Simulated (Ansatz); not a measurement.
One stationary structure of AlP. These are PBEsol (plane waves to 420 eV, PAW, scalar-relativistic; Ansatz, a program for electronic structure) values and carry that method's errors.

```cif
data_AlP
_chemical_formula_sum 'P1 Al1'
_space_group_name_H-M_alt 'P 1'
_space_group_IT_number 1
_cell_length_a 3.86823
_cell_length_b 3.86823
_cell_length_c 3.86823
_cell_angle_alpha 60.000
_cell_angle_beta 60.000
_cell_angle_gamma 60.000
loop_
_space_group_symop_operation_xyz
  'x, y, z'
loop_
_atom_site_label
_atom_site_type_symbol
_atom_site_fract_x
_atom_site_fract_y
_atom_site_fract_z
_atom_site_occupancy
P1 P 0.25000 0.25000 0.25000 1
Al1 Al 0.00000 0.00000 0.00000 1
```

Task: Determine the symmetry and give the standard cell with its independent sites.

Result: Space group F-43m (No. 216); a = b = c = 5.4705 Å, α = β = γ = 90.00°

```tsv
atom	site	symmetry	x	y	z
P	4d	-43m	0.7500	0.7500	0.7500
Al	4a	-43m	0.0000	0.0000	0.0000
```

This is the zinc blende type.

Task: Give the shortest distances between elements (the closest pairs, up to four, under 3.6 Å).

Result: Al–P 2.37 Å.

```yaml
volume_per_atom: 20.46 Å³
density: 2.35 g/cm³
band_gap: 1.45 eV, indirect (valence top at Γ, conduction bottom at X) (no spin-orbit coupling)
smallest_direct_gap: 3.15 eV at Γ
```

No spin polarisation in the result.

Measured for AlP: a 5.451 Å (static lattice; corrected from measurement; as listed in Daniel Mejia-Rodriguez, S. B. Trickey, Phys. Rev. B (2018)); gap 2.54 eV (static lattice; corrected from measurement; as listed in Wei Chen et al., Physical Review Materials (2018)). Computed minus measured — a: PBEsol +0.4 %; gap: PBEsol -1.09 eV. The computed values are for a static lattice, and a measured gap can be an optical one, lowered by exciton binding.

The run could not lose the symmetry of its start; a randomly shaken copy of 2 atoms returns to this structure.

All atoms sit on sites fixed by symmetry, so only the cell could relax.
